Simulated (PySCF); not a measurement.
Level of theory: PySCF 2.14.0 with PBE-D3(BJ)/def2-TZVP // B3LYP-D3(BJ)/def2-TZVP. Isolated molecules, 0 K electronic values unless said otherwise. 

Reference species (SMILES): `CO` (neutral, multiplicity 1).

```json
{
 "dipole_moment": "1.62 D"
}
```

Changed species: `O` (whole molecule; the reference has whole molecule).

Q: What does the change do to the dipole moment?

A: the dipole moment rises by 0.40 D, to 2.02 D.
